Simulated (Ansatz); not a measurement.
Run this with the Python package of Ansatz (0.2.0) and show what comes out.

Script `run_cas.py`:
```python
"""Static correlation in H2S2Si: natural occupations of an active space."""

import ansatz as az
from ase import Atoms

atoms = Atoms(["Si", "S", "S", "H", "H"], positions=[
    [-0.2649, 0.2214, -0.2282],
    [1.6738, -0.3188, 0.2525],
    [0.0793, -1.3041, 1.1224],
    [-0.692, -0.1958, -1.5765],
    [-0.7463, 1.5236, 0.3883],
])
h2s2si = az.Crystal.molecule_from_ase(atoms)

base = (
    h2s2si.calculation()
    .basis(gaussian="cc-pVDZ")
    .correlation(active_electrons=4, active_orbitals=5)
)
for method in ["sc_nevpt2"]:
    data = (base if method is None else base.correlation(method)).run(threads=1, backend="cpu").report
    space = data["configurations"]
    state = space["states"][0]
    print(method or "casscf", f"total {data['free_energy_ev'] / 27.211386246:.6f} Ha, active-space state {state['energy']['hartree']:.6f} Ha, mean field {data['reference_energy_ev'] / 27.211386246:.6f} Ha")
    print("  determinants", state["n_determinants"], " natural occupations", [round(n, 3) for n in space["natural_occupations"]])
print("effectively unpaired electrons, sum of min(n, 2 - n):", round(sum(min(n, 2 - n) for n in space["natural_occupations"]), 3))
```

`python run_cas.py` gives:
```text
sc_nevpt2 total -1085.515668 Ha, active-space state -1085.208238 Ha, mean field -1085.169223 Ha
  determinants 100  natural occupations [1.972, 1.963, 0.039, 0.017, 0.009]
effectively unpaired electrons, sum of min(n, 2 - n): 0.13
```

Notes:
- Total energies depend on the basis set; only differences at equal settings carry meaning.
- The geometry is a force-field or estimated start, not a minimum of this method, and the basis set is short of its limit. The active space starts as a window about the frontier orbitals and is then optimised, not chosen by chemistry.
- Run time: 7.1 s on 1 thread of Arm Neoverse V1, on a shared host, peak memory 0.21 GiB.

(Lines on the test bed's own set-up are left out of the output.)
